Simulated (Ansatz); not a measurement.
# N2Si: the cost of one run

Computed with Ansatz 0.2.0, Gaussian basis. Level: def2-QZVPP, all electrons in the functionals, frozen cores in the correlation of double hybrids and RPA.

To be run: wB97M-V, B2PLYP, at charge 0, triplet; charge 0, singlet; charge 0, quintet; charge 1, doublet; charge 1, quartet.

2 further runs of the same task are left out: 2 set aside as unsound or not needed.

### 1 The system

The geometry is a PBE0/def2-TZVP stationary point (not a proven minimum).

3 atoms, charge 0, spin multiplicity 3.

Atoms are counted from 1 here; the program's logs count them from 0.

Bond lengths: N1–N2 1.137 Å, N2–Si3 1.741 Å. Angles: N1–N2–Si3 180.0°.

No dispersion term is added; wB97M-V holds VV10 nonlocal correlation.

The geometry shown and the zero of energy belong to the point charge 0, triplet. The yardstick, UCCSD(T), and other wave-function levels (R restricted, U unrestricted, valence and pair active spaces) come from earlier runs.

### 2 wB97M-V, charge 0, triplet

The input, in.yaml:

```yaml
crystal:
  periodic: [false, false, false]
  atoms:
    - {symbol: N, position_ang: [0.000000, 0.000000, -1.338000]}
    - {symbol: N, position_ang: [0.000000, 0.000000, -0.201300]}
    - {symbol: Si, position_ang: [0.000000, 0.000000, 1.539300]}
basis:
  gaussian: {orbitals: "def2-QZVPP.json"}
magnetization: {spin_polarized: true, initial_magnetization: 2}
hamiltonian: {xc: {name: wB97M-V}}
output: {orbitals: {seedname: orbitals}}
```

Started as:

```console
ansatz run in.yaml --threads 1 --pin off --events-out ev --progress --plain --max-ram 2393MiB
```

Q: Estimate wall time and peak memory on 1 thread of Arm Neoverse N1, shared host.

About 27 s, with a peak of 0.45 GiB.
